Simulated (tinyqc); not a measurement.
Inside a calculation. Method: CCSD on RHF in the sto-6g basis, frozen core, for H2O, spin multiplicity 1. One step of it, computed by the program tinyqc.

Question. Orthogonalisation. S = U s U^T; symmetric (Loewdin) form X = U s^(-1/2) U^T, so that X^T S X = 1.

overlap S, lower triangle:
```
           1O 1s     1O 2s    1O 2px     1O 2py    1O 2pz     2H 1s     3H 1s
1O 1s   1.000000
1O 2s   0.231145  1.000000
1O 2px  0.000000  0.000000  1.000000
1O 2py  0.000000  0.000000  0.000000   1.000000
1O 2pz  0.000000  0.000000  0.000000   0.000000  1.000000
2H 1s   0.057778  0.488726  0.000000   0.326676  0.228971  1.000000
3H 1s   0.057778  0.488726  0.000000  -0.326676  0.228971  0.243139  1.000000
```

Give: eigenvalues of S; X.

Answer.

eigenvalues of S: 0.3308  0.4007  0.8923  1.0000  1.0830  1.3561  1.9371

X, lower triangle:
```
          1O 1s    1O 2s  1O 2px   1O 2py   1O 2pz    2H 1s   3H 1s
1O 1s    1.0229
1O 2s   -0.1398   1.2653
1O 2px   0.0000   0.0000  1.0000
1O 2py   0.0000   0.0000  0.0000   1.1275
1O 2pz  -0.0093   0.1125  0.0000   0.0000   1.0518
2H 1s    0.0205  -0.3117  0.0000  -0.2465  -0.1438   1.2239
3H 1s    0.0205  -0.3117  0.0000   0.2465  -0.1438  -0.0871  1.2239
```
